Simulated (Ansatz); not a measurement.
H4S2Si (`S[SiH2]S`) at its PBE0-D4/def2-TZVP geometry, where that method's forces vanish. The species carries charge 0 and has multiplicity 1.

```xyz
7

S     0.6132    1.2412    1.1576
Si   -0.0993   -0.4799    0.1112
S    -1.7125    0.1008   -1.1466
H     1.8382    0.7242    1.3582
H     1.0362   -1.0707   -0.6395
H    -0.6935   -1.5016    1.0061
H    -0.9823    0.9860   -1.8470
```

(1) What forces (eV/Å) does r2SCAN-D4/def2-TZVPP give on these atoms in the Gaussian-basis code of Ansatz? (Best estimate.)

Results:

(1) Ansatz gave: 
```
S1   0.019  0.050  0.030
Si2  0.029 -0.060 -0.006
S3  -0.059  0.001 -0.027
H4   0.009 -0.002  0.005
H5  -0.011 -0.002  0.019
H6   0.007  0.009 -0.020
H7   0.006  0.004 -0.001
```
